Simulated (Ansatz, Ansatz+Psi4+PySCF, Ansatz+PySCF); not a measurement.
```yaml
atoms:
  - { symbol: N, position_ang: [0.0000, 0.0000, 0.0000] }
  - { symbol: N, position_ang: [1.1782, 0.0000, 0.0000] }
  - { symbol: H, position_ang: [1.6450, 0.9366, 0.0000] }
```

Basis set: cc-pVTZ (spherical functions). Correlated methods keep 2 orbitals frozen. Correlation on ROHF uses semicanonical orbitals with singles. Charge 0, multiplicity 2.

Computed with Ansatz (development build ahead of 0.2.0); each method stands on the lowest determinant of its kind that the runs found.

(1) Give the atomization energy at this shape (free ground-state atoms in the same class of orbitals less the molecule, no zero-point energy) of doublet N₂H by ROHF-CCSD(T), ROHF-MP2, UHF-MP2.

Answers

(1)

```tsv
method	atomization energy
ROHF-CCSD(T)	885.2 kJ/mol
ROHF-MP2	904.9 kJ/mol
UHF-MP2	870.3 kJ/mol
```

Caution for ROHF-MP2, UHF-MP2: forces differ strongly between restricted and unrestricted references. Caution for UHF-MP2: the unrestricted determinant is spin contaminated.
